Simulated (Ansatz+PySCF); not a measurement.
Two shapes of quartet BC2.

Shape 1:

```xyz
3

C     0.0000    0.0000    1.4600
C     0.0000    0.0000    0.0000
B     0.0000    0.0000   -1.5700
```

Shape 2:

```xyz
3

C     0.0000    0.0000    1.7520
C     0.0000    0.0000    0.0000
B     0.0000    0.0000   -1.8840
```

Basis set: STO-3G (spherical functions). Frozen core: 3 orbitals. Charge 0, multiplicity 4.

Computed with Ansatz (development build ahead of 0.2.0); the reference of a correlated method needn't be the lowest determinant of its kind.

(1) Which shape is lower in energy, and by how much in each method?

Answers

(1)

```tsv
method	E(2) − E(1) (eV)
UHF-CCSD	3.556
UHF-CCSD(T)	3.544
```

Shape 1 is lower. Caution: large amplitudes, a single reference is doubtful; the reference determinant was not shown to be the lowest; the unrestricted determinant is a mixture of spin states; a plain start can end on a higher determinant; the determinant is a saddle point.
